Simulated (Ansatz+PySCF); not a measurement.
The numbers below are computed, except where a source is named.
Input for Ansatz (development build ahead of 0.2.0):

```yaml
crystal:
  periodic: [false, false, false]
  atoms:
    - { symbol: C, position_ang: [0.00155, -0.01695, -0.58669] }
    - { symbol: C, position_ang: [-0.03857, -0.01565, 0.606] }
basis:
  gaussian: { orbitals: def2-SVP }
total_charge: -1
magnetization:
  spin_polarized: true
  initial_magnetization: 1
hamiltonian:
  xc: hf
correlation:
  method: mp2
  frozen_orbitals: { C: 1 }
scf:
  omitted_lower_state_checks: [starts, atomic_configurations, cluster_reference, orbital_swaps, given_window_search, neighbouring_geometries, increment]
```

The input is written out in the form of the current development build from the run's settings.

Output:

```json
{
 "Converged": "yes",
 "Reference energy": "-75.47271 hartree",
 "Correlation energy": "-0.20141 hartree",
 "Total energy": "-75.67412 hartree",
 "Spin squared of the determinant": "0.800",
 "Stability test": "minimum"
}
```

Caution: no diffuse functions for an anion; the determinant breaks the point group; another reference gives a lower total.
